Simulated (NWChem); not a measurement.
System: pyrazine (C$_{4}$H$_{4}$N$_{2}$); SMILES n1ccncc1

NWChem input:

```
start job
memory heap 200 mb stack 900 mb global 1100 mb
geometry units angstroms noautoz
  C      1.134723    -0.696503     0.000000
  C      1.132210     0.700583     0.000000
  N     -0.002537     1.409170     0.000000
  C     -1.134723     0.696503     0.000000
  C     -1.132210    -0.700583     0.000000
  N      0.002537    -1.409170     0.000000
  H      2.069699    -1.253787     0.000000
  H      2.065172     1.261230     0.000000
  H     -2.069699     1.253787     0.000000
  H     -2.065172    -1.261230     0.000000
end
basis spherical
  * library def2-tzvpp
end
dft
  xc pbe0
  iterations 150
  semidirect filesize 400000000
  mulliken
end
task dft energy
```

Parts of the log:

```
             Northwest Computational Chemistry Package (NWChem) 7.3.0
             --------------------------------------------------------

 D2H symmetry detected

                             Geometry "geometry" -> ""
                             -------------------------

 Output coordinates in angstroms (scale by  1.889725989 to convert to a.u.)

  No.       Tag          Charge          X              Y              Z
 ---- ---------------- ---------- -------------- -------------- --------------
    1 C                    6.0000     1.13346834    -0.69854413     0.00000000
    2 C                    6.0000     1.13346834     0.69854413     0.00000000
    3 N                    7.0000     0.00000000     1.40917228     0.00000000
    4 C                    6.0000    -1.13346834     0.69854413     0.00000000
    5 C                    6.0000    -1.13346834    -0.69854413     0.00000000
    6 N                    7.0000     0.00000000    -1.40917228     0.00000000
    7 H                    1.0000     2.06743885    -1.25751054     0.00000000
    8 H                    1.0000     2.06743885     1.25751054     0.00000000
    9 H                    1.0000    -2.06743885     1.25751054     0.00000000
   10 H                    1.0000    -2.06743885    -1.25751054     0.00000000

 Effective nuclear repulsion energy (a.u.)     208.4442318794

      Symmetry information
      --------------------

 Group name             D2h
 Group number             26
 Group order               8
 No. of unique centers     3

                                 NWChem DFT Module
                                 -----------------

 Summary of "ao basis" -> "ao basis" (spherical)
 ------------------------------------------------------------------------------
       Tag                 Description            Shells   Functions and Types
 ---------------- ------------------------------  ------  ---------------------
 C                         def2-tzvpp               11       31   5s3p2d1f
 N                         def2-tzvpp               11       31   5s3p2d1f
 H                         def2-tzvpp                6       14   3s2p1d

      Symmetry analysis of basis
      --------------------------

        ag         45
        au         17
        b1g        38
        b1u        21
        b2g        17
        b2u        45
        b3g        21
        b3u        38

            General Information
            -------------------
          SCF calculation type: DFT
          Wavefunction type:  closed shell.
          No. of atoms     :    10
          No. of electrons :    42
           Alpha electrons :    21
            Beta electrons :    21
          Charge           :     0
          Spin multiplicity:     1
          Use of symmetry is: on ; symmetry adaption is: on
          Maximum number of iterations: 150
          AO basis - number of functions:   242
                     number of shells:    90
          Convergence on energy requested:  1.00D-06
          Convergence on density requested:  1.00D-05
          Convergence on gradient requested:  5.00D-04

              XC Information
              --------------
                         PBE0 Method XC Functional
                     Hartree-Fock (Exact) Exchange  0.250
          PerdewBurkeErnzerhof Exchange Functional  0.750
            Perdew 1991 LDA Correlation Functional  1.000 local
           PerdewBurkeErnz. Correlation Functional  1.000 non-local

             Grid Information
             ----------------
          Grid used for XC integration:  medium
          Radial quadrature: Mura-Knowles
          Angular quadrature: Lebedev.
          Tag              B.-S. Rad. Rad. Pts. Rad. Cut. Ang. Pts.
          ---              ---------- --------- --------- ---------
          C                   0.70       49          11.0       434
          N                   0.65       49          10.0       434
          H                   0.35       45          12.0       434
          Grid pruning is: on
          Number of quadrature shells:   143
          Spatial weights used:  Erf1

      Superposition of Atomic Density Guess
      -------------------------------------

 Sum of atomic energies:        -261.30765323

      Non-variational initial energy
      ------------------------------

 Total energy =    -265.139621
 1-e energy   =    -764.708307
 2-e energy   =     291.124454
 HOMO         =      -0.276078
 LUMO         =      -0.075324

      Symmetry analysis of molecular orbitals - initial
      -------------------------------------------------

  Numbering of irreducible representations:

     1 ag          2 au          3 b1g         4 b1u         5 b2g
     6 b2u         7 b3g         8 b3u

  Orbital symmetries:

     1 ag          2 b2u         3 ag          4 b3u         5 b2u
     6 b1g         7 ag          8 b2u         9 b3u        10 b1g
    11 ag         12 ag         13 b2u        14 b3u        15 b1u
    16 b3u        17 b1g        18 b3g        19 b2u        20 b2g
    21 ag         22 b1u        23 au         24 ag         25 b3u
    26 ag         27 b2u        28 b1g        29 b3g        30 b2u
    31 ag

------------------------------------------------------------
EAF file 0: "./job.aoints.0" size=305659904 bytes
------------------------------------------------------------
               write      read    awrite     aread      wait
               -----      ----    ------     -----      ----
     calls:      583         0         0         0         0
   data(b): 3.06e+08  0.00e+00  0.00e+00  0.00e+00
   time(s): 0.00e+00  0.00e+00  0.00e+00  0.00e+00  0.00e+00
rate(mb/s): 0.00e+00  0.00e+00
------------------------------------------------------------

     ---------------------------------------------
      Total Density - Mulliken Population Analysis
     ---------------------------------------------

    Atom       Charge   Shell Charges
 -----------   ------   -------------------------------------------------------
    1 C    6     5.88   0.86  1.12  0.56  0.58  0.08  1.14  1.13  0.30  0.02  0.08  0.01
    2 C    6     5.88   0.86  1.12  0.56  0.58  0.08  1.14  1.13  0.30  0.02  0.08  0.01
    3 N    7     7.49   0.82  1.16  0.59  0.88  0.21  1.46  1.71  0.59  0.01  0.05  0.00
    4 C    6     5.88   0.86  1.12  0.56  0.58  0.08  1.14  1.13  0.30  0.02  0.08  0.01
    5 C    6     5.88   0.86  1.12  0.56  0.58  0.08  1.14  1.13  0.30  0.02  0.08  0.01
    6 N    7     7.49   0.82  1.16  0.59  0.88  0.21  1.46  1.71  0.59  0.01  0.05  0.00
    7 H    1     0.87   0.24  0.45  0.15  0.01  0.02  0.00
    8 H    1     0.87   0.24  0.45  0.15  0.01  0.02  0.00
    9 H    1     0.87   0.24  0.45  0.15  0.01  0.02  0.00
   10 H    1     0.87   0.24  0.45  0.15  0.01  0.02  0.00

   convergence    iter        energy       DeltaE   RMS-Dens  Diis-err
 ---------------- ----- ----------------- --------- --------- ---------
 d= 0,ls=0.0,diis     1   -264.0370360572 -4.72D+02  2.85D-03  7.11D-01
 d= 0,ls=0.0,diis     2   -264.0592794058 -2.22D-02  1.56D-03  4.13D-01
 d= 0,ls=0.0,diis     3   -264.0894312146 -3.02D-02  6.67D-04  1.41D-01
 d= 0,ls=0.0,diis     4   -264.1032136648 -1.38D-02  1.56D-04  2.28D-03
 d= 0,ls=0.0,diis     5   -264.1034612801 -2.48D-04  4.01D-05  1.65D-04
  Resetting Diis
 d= 0,ls=0.0,diis     6   -264.1034822274 -2.09D-05  4.03D-06  1.68D-06
 d= 0,ls=0.0,diis     7   -264.1034824195 -1.92D-07  1.44D-06  7.22D-08

         Total DFT energy =     -264.103482419522
      One electron energy =     -768.751399213794
           Coulomb energy =      332.882494587117
    Exchange-Corr. energy =      -36.678809672287
 Nuclear repulsion energy =      208.444231879441

 Numeric. integr. density =       42.000014145661

                  Occupations of the irreducible representations
                  ----------------------------------------------

                     irrep           alpha         beta
                     --------     --------     --------
                     ag                6.0          6.0
                     au                0.0          0.0
                     b1g               3.0          3.0
                     b1u               1.0          1.0
                     b2g               1.0          1.0
                     b2u               5.0          5.0
                     b3g               1.0          1.0
                     b3u               4.0          4.0

                       DFT Final Molecular Orbital Analysis
                       ------------------------------------

 Vector   19  Occ=2.000000D+00  E=-3.346553D-01  Symmetry=b2u
              MO Center=  2.4D-15, -6.2D-16,  1.4D-15, r^2= 3.4D+00
   Bfn.  Coefficient  Atom+Function         Bfn.  Coefficient  Atom+Function
  ----- ------------  ---------------      ----- ------------  ---------------
    69      0.283774   3 N  py              162      0.283774   6 N  py
    72      0.231743   3 N  py              165      0.231743   6 N  py
    66      0.199739   3 N  s               159     -0.199739   6 N  s
    75      0.171674   3 N  py              168      0.171674   6 N  py
     4      0.102987   1 C  s                35     -0.102987   2 C  s

 Vector   20  Occ=2.000000D+00  E=-2.950608D-01  Symmetry=b2g
              MO Center= -3.4D-15, -2.3D-15,  7.9D-16, r^2= 2.9D+00
   Bfn.  Coefficient  Atom+Function         Bfn.  Coefficient  Atom+Function
  ----- ------------  ---------------      ----- ------------  ---------------
     8      0.216231   1 C  pz               39      0.216231   2 C  pz
   101     -0.216231   4 C  pz              132     -0.216231   5 C  pz
    11      0.197615   1 C  pz               42      0.197615   2 C  pz
   104     -0.197615   4 C  pz              135     -0.197615   5 C  pz
    14      0.113829   1 C  pz               45      0.113829   2 C  pz

 Vector   21  Occ=2.000000D+00  E=-2.703059D-01  Symmetry=ag
              MO Center= -6.8D-15,  2.9D-15, -1.5D-15, r^2= 3.7D+00
   Bfn.  Coefficient  Atom+Function         Bfn.  Coefficient  Atom+Function
  ----- ------------  ---------------      ----- ------------  ---------------
    69      0.253007   3 N  py              162     -0.253007   6 N  py
    72      0.215288   3 N  py              165     -0.215288   6 N  py
    75      0.181405   3 N  py              168     -0.181405   6 N  py
     7      0.148197   1 C  py               38     -0.148197   2 C  py
   100     -0.148197   4 C  py              131      0.148197   5 C  py

 Vector   22  Occ=0.000000D+00  E=-5.926713D-02  Symmetry=b1u
              MO Center= -2.5D-15,  3.1D-15,  5.8D-15, r^2= 3.2D+00
   Bfn.  Coefficient  Atom+Function         Bfn.  Coefficient  Atom+Function
  ----- ------------  ---------------      ----- ------------  ---------------
    76      0.336919   3 N  pz              169      0.336919   6 N  pz
    70      0.271614   3 N  pz              163      0.271614   6 N  pz
    73      0.234082   3 N  pz              166      0.234082   6 N  pz
    14     -0.163717   1 C  pz               45     -0.163717   2 C  pz
   107     -0.163717   4 C  pz              138     -0.163717   5 C  pz

 Vector   23  Occ=0.000000D+00  E=-3.146740D-02  Symmetry=au
              MO Center= -4.7D-16,  4.8D-16, -8.4D-17, r^2= 3.5D+00
   Bfn.  Coefficient  Atom+Function         Bfn.  Coefficient  Atom+Function
  ----- ------------  ---------------      ----- ------------  ---------------
    14      0.377317   1 C  pz               45     -0.377317   2 C  pz
   107      0.377317   4 C  pz              138     -0.377317   5 C  pz
     8      0.233214   1 C  pz               39     -0.233214   2 C  pz
   101      0.233214   4 C  pz              132     -0.233214   5 C  pz
    11      0.223168   1 C  pz               42     -0.223168   2 C  pz

 Vector   24  Occ=0.000000D+00  E= 6.852752D-02  Symmetry=ag
              MO Center=  5.3D-13, -3.9D-13, -1.4D-15, r^2= 1.1D+01
   Bfn.  Coefficient  Atom+Function         Bfn.  Coefficient  Atom+Function
  ----- ------------  ---------------      ----- ------------  ---------------
   189      1.306664   7 H  s               203      1.306664   8 H  s
   217      1.306664   9 H  s               231      1.306664  10 H  s
    67     -0.638313   3 N  s               160     -0.638313   6 N  s
    12     -0.507941   1 C  px               43     -0.507941   2 C  px
   105      0.507941   4 C  px              136      0.507941   5 C  px

------------------------------------------------------------
EAF file 0: "./job.aoints.0" size=372244480 bytes
------------------------------------------------------------
               write      read    awrite     aread      wait
               -----      ----    ------     -----      ----
     calls:      710         6         0      4254      4254
   data(b): 3.72e+08  3.15e+06  0.00e+00  2.23e+09
   time(s): 0.00e+00  0.00e+00  0.00e+00  0.00e+00  0.00e+00
rate(mb/s): 0.00e+00  0.00e+00
------------------------------------------------------------

     ---------------------------------------------
      Total Density - Mulliken Population Analysis
     ---------------------------------------------

    Atom       Charge   Shell Charges
 -----------   ------   -------------------------------------------------------
    1 C    6     6.00   0.85  1.12  0.53  0.54  0.09  1.29  1.17  0.27  0.03  0.10  0.01
    2 C    6     6.00   0.85  1.12  0.53  0.54  0.09  1.29  1.17  0.27  0.03  0.10  0.01
    3 N    7     7.22   0.82  1.15  0.57  0.89  0.18  1.48  1.54  0.53  0.01  0.06  0.00
    4 C    6     6.00   0.85  1.12  0.53  0.54  0.09  1.29  1.17  0.27  0.03  0.10  0.01
    5 C    6     6.00   0.85  1.12  0.53  0.54  0.09  1.29  1.17  0.27  0.03  0.10  0.01
    6 N    7     7.22   0.82  1.15  0.57  0.89  0.18  1.48  1.54  0.53  0.01  0.06  0.00
    7 H    1     0.89   0.27  0.47  0.11  0.01  0.03  0.00
    8 H    1     0.89   0.27  0.47  0.11  0.01  0.03  0.00
    9 H    1     0.89   0.27  0.47  0.11  0.01  0.03  0.00
   10 H    1     0.89   0.27  0.47  0.11  0.01  0.03  0.00

     -------------------------------------------
      Total Density - Lowdin Population Analysis
     -------------------------------------------

    Atom       Charge   Shell Charges
 -----------   ------   -------------------------------------------------------
    1 C    6     6.11   0.91  1.03  0.33  0.31  0.16  1.09  1.21  0.52  0.04  0.44  0.06
    2 C    6     6.11   0.91  1.03  0.33  0.31  0.16  1.09  1.21  0.52  0.04  0.44  0.06
    3 N    7     6.82   0.89  1.06  0.43  0.43  0.23  1.32  1.50  0.71  0.01  0.21  0.02
    4 C    6     6.11   0.91  1.03  0.33  0.31  0.16  1.09  1.21  0.52  0.04  0.44  0.06
    5 C    6     6.11   0.91  1.03  0.33  0.31  0.16  1.09  1.21  0.52  0.04  0.44  0.06
    6 N    7     6.82   0.89  1.06  0.43  0.43  0.23  1.32  1.50  0.71  0.01  0.21  0.02
    7 H    1     0.98   0.25  0.39  0.16  0.02  0.13  0.03
    8 H    1     0.98   0.25  0.39  0.16  0.02  0.13  0.03
    9 H    1     0.98   0.25  0.39  0.16  0.02  0.13  0.03
   10 H    1     0.98   0.25  0.39  0.16  0.02  0.13  0.03

     Multipole analysis of the density
     ---------------------------------

     L   x y z        total         alpha         beta         nuclear
     -   - - -        -----         -----         ----         -------
     0   0 0 0      0.000000    -21.000000    -21.000000     42.000000

     1   1 0 0     -0.000000     -0.000000     -0.000000      0.000000
     1   0 1 0     -0.000000     -0.000000     -0.000000      0.000000
     1   0 0 1     -0.000000     -0.000000     -0.000000      0.000000

[...]
```

Level: PBE0/def2-TZVPP. Structure relaxed at the B3LYP/6-31G* (spherical d) level.
